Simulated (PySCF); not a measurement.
Members of the series CXY, Y = methyl; each row names its spin state. All species are isolated molecules in the gas phase. One relaxed conformer stands for each flexible species; it need not be the lowest. Strings in code marks are SMILES.

These are PySCF 2.14.0 with B3LYP-D3(BJ)/def2-TZVP values and carry that method's errors. B3LYP has the VWN-RPA correlation part, as in Gaussian. 

```tsv
species	highest occupied spin orbital (eV)
X = fluoro, multiplicity 3 (`C[C]F` (excited triplet))	-5.37
X = hydroxy, multiplicity 3 (`C[C]O` (excited triplet; C–C–O–H torsion 103°))	-4.98
X = boryl, multiplicity 1 (`C[C]B` (lower singlet))	–
X = mercapto, multiplicity 3 (`C[C]S` (excited triplet; C–C–S–H torsion 93°))	(withheld)
X = vinyl, multiplicity 3 (`C=C[C]C` (lower triplet; C–C–C–C torsion 180°))	-5.25
X = isocyano, multiplicity 3 (`[N+](#[C-])[C]C` (near-degenerate triplet))	-6.13
```

Task: Fill in the missing entries.

Result: 
- X = mercapto, multiplicity 3 (`C[C]S` (excited triplet; C–C–S–H torsion 93°)), highest occupied spin orbital (eV): -5.70
